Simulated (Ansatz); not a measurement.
A nudged elastic band was laid between two geometries of ClH + H5NSi (9 atoms, charge 0, multiplicity 1).

Theory: Ansatz, RKS B3LYP/cc-pVDZ.

```yaml
movable_images: 7
climbing_image: yes
spring: 5.0 eV/Å²
optimiser: quadratic models (default)
start_path: through a guess of the saddle point
force_threshold: 0.05 eV/Å
iteration_limit: 60
end_points: relaxed
```

First end point:

```xyz
9
Properties=species:S:1:pos:R:3
Si -0.172 0.322 0.036
N 0.134 -0.187 1.726
H -0.714 -0.369 2.269
H 0.697 0.474 2.267
H 1.160 0.495 -0.608
H -0.942 1.605 -0.063
H -0.954 -0.773 -0.606
Cl 1.719 -2.848 1.952
H 1.030 -1.689 1.840
```

Last end point:

```xyz
9
Properties=species:S:1:pos:R:3
Si 0.476 -0.134 -0.517
N -0.260 -0.374 2.536
H -1.184 -0.592 2.918
H 0.130 0.338 3.160
H 0.779 0.008 -1.975
H 0.590 1.194 0.139
H -0.859 -0.768 -0.359
Cl 1.978 -1.430 0.212
H 0.307 -1.211 2.700
```

**Question.** What changes between the two ends?

**Answer.** Bonds broken: Si1–N2, Cl8–H9. Bonds formed: Si1–Cl8, N2–H9. ClH + H5NSi becomes ClH3Si + H3N.

**Question.** Give the energies along the band, and the barrier.

**Answer.** The forces met the threshold. The highest image is number 3 of 0 to 8, 0.38 eV above the first end and 0.67 eV above the last; the last end lies 0.29 eV below the first. A vibrational analysis at the climbing image gives one clearly imaginary mode, 109i cm⁻¹: a first-order saddle point. The orbitals stay closed-shell, which can raise the energy where a bond breaks towards radicals; this wasn't checked here.

```
image  path coordinate (Å)  energy (eV)  Si1–N2 (Å)  Cl8–H9 (Å)  Si1–Cl8 (Å)
    0                 0.00         0.00        1.79        1.35         4.16
    1                 0.67         0.03        1.79        1.37         3.70
    2                 1.35         0.27        1.85        1.61         3.16
    3                 2.02         0.38        1.94        2.03         2.65
    4                 2.75         0.37        2.07        2.37         2.36
    5                 3.47         0.19        2.28        2.58         2.22
    6                 4.20        -0.15        2.59        2.84         2.14
    7                 4.92        -0.29        3.00        3.15         2.12
    8                 5.65        -0.29        3.15        3.01         2.11
```

**Question.** What is the geometry of the highest image?

**Answer.** 
```xyz
9
Properties=species:S:1:pos:R:3
Si 0.087 -0.101 0.073
N 0.122 -0.208 2.009
H -0.808 -0.202 2.441
H 0.676 0.542 2.435
H 1.379 0.309 -0.525
H -0.716 1.192 0.106
H -0.842 -1.071 -0.552
Cl 1.442 -2.298 0.693
H 0.617 -1.133 2.132
```

**Question.** What are the harmonic wavenumbers there?

**Answer.** 109i, 128, 288, 330, 507, 567, 587, 815, 831, 908, 1008, 1042, 1230, 1553, 1593, 2062, 2239, 2285, 2943, 3455, 3536 cm⁻¹.

Time of the run: 5.3 min on 1 thread of Arm Neoverse V1 (shared host), peak memory 0.17 GiB.
